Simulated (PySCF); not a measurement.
Homolysis of single bonds, series allyl-X. Isolated molecules, 0 K electronic values unless said otherwise. One relaxed conformer stands for each flexible species; it need not be the lowest. Strings in code marks are SMILES.

Quantity: electronic energy of isomers of CH3O, doublet states, relative to `[CH2]O`, in kcal/mol.

Case: `C[O]`. Geometry of `C[O]` (neutral, multiplicity 2, Å):

```xyz
5

C      0.0021    -0.0327    -0.0425
O     -0.0158     1.3139     0.1077
H      0.9367    -0.4117    -0.4816
H     -0.0437    -0.4429     0.9859
H     -0.8793    -0.4267    -0.5694
```

### Question
What is the computed electronic energy of isomers of CH3O, doublet states, relative to `[CH2]O` (B3LYP/6-31G* // PBE0-D4/def2-TZVP (PySCF))?

### Answer
0.89 kcal/mol.
